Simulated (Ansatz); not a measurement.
A run for Ansatz (an electronic-structure program): R-wB97M-V/def2-TZVPP on formaldehyde (SMILES C=O), atoms moved off the minimum.

Ansatz 0.2 input:
```yaml
crystal:
  periodic: [false, false, false]
  atoms:
    - {symbol: C, position_ang: [-0.61657657, 0.07027508, 0.02312049]}
    - {symbol: O, position_ang: [0.64458426, -0.04812984, -0.07025236]}
    - {symbol: H, position_ang: [-1.28408487, -0.63771118, -0.05433177]}
    - {symbol: H, position_ang: [-0.92402812, 1.25679751, -0.04589758]}
basis:
  gaussian:
    orbitals: def2-TZVPP
hamiltonian:
  xc: {name: wB97M-V}
scf: {lower_state_search: off}
output: {forces: true}
```

The head of its log:

```
WARN ansatz: RAYON_NUM_THREADS=1 ignored (pool sized by the plan → 1); use --threads N
Functional definition: wB97M-V
these checks for a lower state are left out or cut short: stability, starts, cluster_reference, orbital_swaps, neighbouring_geometries, increment
integrals: 0.02 GiB planned
449 factors; their error is unknown
integrals: 0.05 GiB planned
108 factors; integrals over basis functions are off by at most 1.9e-5 eV
mean field: 0.24 GiB planned
mean field evaluation 1: about -3112.4354 eV, gradient 3.8e1 eV
mean field evaluation 2: about -3109.7312 eV, gradient 5.7e1 eV
```

### Question
What total energy does the run end on?

### Answer
-114.4772 hartree.
